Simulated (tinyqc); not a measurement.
Inside a calculation. Method: Born-Oppenheimer dynamics on the RHF/sto-3g surface (energies and gradients from PySCF), for H2F+, spin multiplicity 1. Computed by tinyqc, a small Python program that keeps every step (integrals from PySCF). Settings: charge = 1, multiplicity = 1, basis = sto-3g, time step (fs) = 0.2, steps = 16. Command: `OMP_NUM_THREADS=1 python tinyqc.py 25311 25312 out.jsonl` (the two numbers bound the seeds that draw the settings). One thread of a shared host (Intel(R) Xeon(R) Processor @ 2.60GHz), about 0.9 s of CPU time with the checks.

positions (bohr):
```
          x        y       z
1F   0.0510   0.0831  0.0113
2H   0.0265   1.4192  1.2907
3H  -0.0510  -1.4740  1.2661
```

The total energy should stay constant up to terms of order dt^2; the step counts as short enough if it moves by less than 2 % of the largest kinetic energy.

Trajectory:

| time (fs) | 1F-2H (angstrom) | potential (hartree) | kinetic (hartree) | total (hartree) |
|---|---|---|---|---|
| 0.0000 | 0.9790 | -98.851580 | 0.000123 | -98.851457 |
| 0.2000 | 0.9787 | -98.851534 | 0.000077 | -98.851457 |
| 0.4000 | 0.9785 | -98.851751 | 0.000294 | -98.851458 |
| 0.6000 | 0.9782 | -98.852222 | 0.000763 | -98.851459 |
| 0.8000 | 0.9780 | -98.852923 | 0.001462 | -98.851461 |
| 1.0000 | 0.9778 | -98.853818 | 0.002354 | -98.851464 |
| 1.2000 | 0.9776 | -98.854861 | 0.003393 | -98.851468 |
| 1.4000 | 0.9775 | -98.855995 | 0.004523 | -98.851472 |
| 1.6000 | 0.9773 | -98.857153 | 0.005676 | -98.851477 |
| 1.8000 | 0.9772 | -98.858264 | 0.006783 | -98.851482 |
| 2.0000 | 0.9772 | -98.859256 | 0.007770 | -98.851486 |
| 2.2000 | 0.9771 | -98.860061 | 0.008570 | -98.851490 |
| 2.4000 | 0.9771 | -98.860621 | 0.009128 | -98.851493 |
| 2.6000 | 0.9772 | -98.860900 | 0.009406 | -98.851494 |
| 2.8000 | 0.9772 | -98.860890 | 0.009397 | -98.851493 |
| 3.0000 | 0.9772 | -98.860615 | 0.009126 | -98.851489 |
| 3.2000 | 0.9773 | -98.860136 | 0.008653 | -98.851483 |

Is the time step short enough?

Yes. The total energy moves within 3.7e-05 hartree, under 2 % of the largest kinetic energy.
